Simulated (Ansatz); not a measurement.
**AlH4NSi: taking an electron away**

One table from this session's results is given with a row withheld; the runs are named, their logs left out.

Program: Ansatz 0.2.0, Gaussian basis. Level of theory: unrestricted cation, the program's frozen cores in correlated methods. These are calculated values, not measurements.

Levels to be run: UKS PBE-D4/def2-TZVPP; UKS r2SCAN-D4/def2-TZVPP; UKS PBE0-D4/def2-TZVPP; UKS B3LYP-D4/def2-TZVPP; UKS wB97X-V/def2-TZVPP; UKS wB97M-V/def2-TZVPP; UKS B2PLYP/def2-TZVPP; UHF-CCSD(T)/def2-TZVPP; UHF-MP2/def2-QZVPP; extrapolation to the limit; then −ε(HOMO) from the neutral's earlier runs with LDA (SPW92), PBE-D4, revPBE-D4, BLYP-D4, r2SCAN-D4, B97M-V, PBE0-D4, B3LYP-D4, r2SCANh-D4, r2SCAN0-D4, HSE06-D4, BHLYP-D4, CAM-B3LYP-D4, LC-ωPBE, ωB97X-V, ωB97M-V.

## Structure used throughout

All runs share one geometry, relaxed beforehand with PBE0-D4 in a triple-zeta def2 set.

SMILES `[NH]1[AlH][SiH2]1`, 7 atoms, charge 0, spin multiplicity 1.

Atoms are counted from 1 here; the program's logs count them from 0.

Bond lengths: N1–Al2 1.773 Å, N1–Si3 1.763 Å, N1–H4 1.008 Å, Al2–Si3 2.300 Å, Al2–H5 1.579 Å, Si3–H6 1.493 Å, Si3–H7 1.493 Å. Angles: Al2–N1–Si3 81.1°, Al2–N1–H4 148.7°, Si3–N1–H4 130.2°, N1–Al2–Si3 49.2°, N1–Al2–H5 135.9°, Si3–Al2–H5 174.8°, N1–Si3–Al2 49.6°, N1–Si3–H6 115.9°, N1–Si3–H7 115.9°, Al2–Si3–H6 126.6°, Al2–Si3–H7 126.6°, H6–Si3–H7 106.2°.

Set-up of the first run:

in.yaml

```yaml
crystal:
  periodic: [false, false, false]
  atoms:
    - {symbol: N, position_ang: [-0.288734, -0.037401, -0.846897]}
    - {symbol: Al, position_ang: [0.490543, -1.377637, 0.014055]}
    - {symbol: Si, position_ang: [-0.001416, 0.762231, 0.698153]}
    - {symbol: H, position_ang: [-0.717724, 0.310809, -1.690507]}
    - {symbol: H, position_ang: [0.883165, -2.868412, -0.325831]}
    - {symbol: H, position_ang: [-1.219005, 1.201378, 1.442533]}
    - {symbol: H, position_ang: [0.914372, 1.941032, 0.662996]}
basis:
  gaussian: {orbitals: def2-TZVPP}
total_charge: 1
magnetization: {spin_polarized: true, initial_magnetization: 1}
hamiltonian: {xc: pbe, dispersion: d4}
```

Command:

```bash
$ ansatz run in.yaml --threads 2 --pin off --events-out ev --progress --plain --max-ram 4352MiB
```

Among the steps run: Cation, UKS PBE-D4/def2-TZVPP; Cation, UKS r2SCAN-D4/def2-TZVPP; Cation, UKS PBE0-D4/def2-TZVPP; Cation, UKS B3LYP-D4/def2-TZVPP; Cation, UKS wB97X-V/def2-TZVPP; Cation, UKS wB97M-V/def2-TZVPP; Cation, UKS B2PLYP (frozen core)/def2-TZVPP; Cation, UHF-CCSD(T)/def2-TZVPP; Cation, UHF-MP2/def2-QZVPP.

One table of the session follows, with a row left open; its other results are not shown here.

Orbital estimates, from the neutral's runs:

```
  functional  −ε(HOMO) (eV)
 LDA (SPW92)           5.60
      PBE-D4           5.52
   revPBE-D4           5.48
     BLYP-D4           5.38
   r2SCAN-D4           5.70
      B97M-V           5.76
     PBE0-D4           6.49
    B3LYP-D4           6.31
  r2SCANh-D4              ?
  r2SCAN0-D4           6.60
    HSE06-D4           6.10
    BHLYP-D4           7.35
CAM-B3LYP-D4           7.70
     LC-ωPBE           8.94
     ωB97X-V           8.65
     ωB97M-V           8.43
```

Q: Estimate the row for r2SCANh-D4 from the others.

Worked estimate for «−ε(HOMO) (eV)». Against the share of exact exchange, r2SCAN-D4 (0, 5.70), r2SCAN0-D4 (0.25, 6.60) give a slope of 3.60 per unit share; at 0.1 the line stands at 6.06.

**Answer.** −ε(HOMO) (eV): 6.06. In «−ε(HOMO) (eV)» the line misses by 0.00.
